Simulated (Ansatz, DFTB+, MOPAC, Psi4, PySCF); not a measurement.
System: H₂O₂, charge 0, multiplicity 1. SMILES: OO
Coordinates optimised at B3LYP-D3(BJ)/def2-TZVP (Ansatz, a program for electronic structure):
```xyz
4

O      0.0155     0.7238    -0.0702
O     -0.0112    -0.7261    -0.0419
H      0.8057     0.8967     0.4614
H     -0.8394    -0.8786     0.4355
```

Property: size of the dipole moment, in D. Conventions: 6-311+G** with 5d; 6-31G* and kin with 6d, 5d where marked; LANL2DZ all-electron up to Ne; non-relativistic; SCC-DFTB with the Slater-Koster set that CP2K ships; no dispersion term unless named; spin-orbit terms left out. First-principles and DFTB rows: single points at B3LYP-D3(BJ) geometries (Ansatz). Semi-empirical rows: dipoles at the shared geometry.

Measured values: NIST CCCBDB, as tabulated in the package chemicals; dipoles are vibrational averages. 

Value to compare with, the measured value: 1.77 D.

| level | program | size of the dipole moment (D) | error |
|---|---|---|---|
| PM3 | MOPAC | 1.58 | -0.19 |
| SCC-DFTB | DFTB+ | 1.44 | -0.33 |
| SVWN5/6-31G* | Ansatz | 1.88 | 0.11 |
| PBE/LANL2DZ | Ansatz | 2.21 | 0.44 |
| PBE/6-31G* | Ansatz | 1.80 | 0.03 |
| BP86/def2-SVP | PySCF | 1.78 | 0.01 |
| B3LYP/6-31G* | Ansatz | 1.85 | 0.08 |
| B3LYP/cc-pVDZ | Ansatz | 1.76 | -0.01 |
| PBE0/6-311+G** | Ansatz | 1.88 | 0.11 |
| wB97X-D/6-31G* | Psi4 | 1.89 | 0.12 |

Among the 10 habitual levels, PBE/LANL2DZ lies farthest from the measured value (0.44 D); 7 of 10 lie above it, and their mean absolute error is 0.14 D, the median 0.11. One case shows no general order.

The levels are drawn from those run, B3LYP/6-31G* more often than the rest, none by its result; runs whose electronic state is in doubt are left out.
